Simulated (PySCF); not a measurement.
A made-up structure of NaAlHCl, singlet:

Na1  (-2.681, -0.354, -0.044)
Al2  (0.149, 0.197, -0.148)
Cl3  (1.393, -1.081, 1.077)
H4  (-2.409, -2.279, 0.276)
(Å)

It is relaxed with PBE-D4/def2-SVP and then PBE0-D4/def2-TZVP (PySCF 2.14 with density fitting (its default auxiliary sets; JK sets also for MP2 and CCSD(T))). Atoms count as bonded within 1.22 times the sum of their covalent radii (H–H: 0.88 Å). The end point is not checked to be a true minimum.

Task: Does its bonding change? (Judge from chemistry; the calculation decides.)

Result: Computed: Yes. Formed: Al2–H4; broken: Na1–H4.

Where it ends: The first stage lowers the energy by 1.28 eV in 41 steps. It ends as NaAlHCl ([Na][AlH][Cl]):
Na1  (-2.595, 0.719, -1.172)
Al2  (-0.893, -1.147, 0.224)
Cl3  (1.171, -0.535, 0.444)
H4  (-1.025, -2.593, 0.930)
(Å)

Labels in which every atom is bracketed show which atoms are joined, not bond orders.

For scale, one of the runs: PBE0-D4/def2-TZVP relaxation, 112 basis functions, launched by `OMP_NUM_THREADS=2 python run.py`. Hardware: 2 CPU threads of an Arm Neoverse V1, shared host. Wall time 18 s; peak host memory 1.1 GiB.
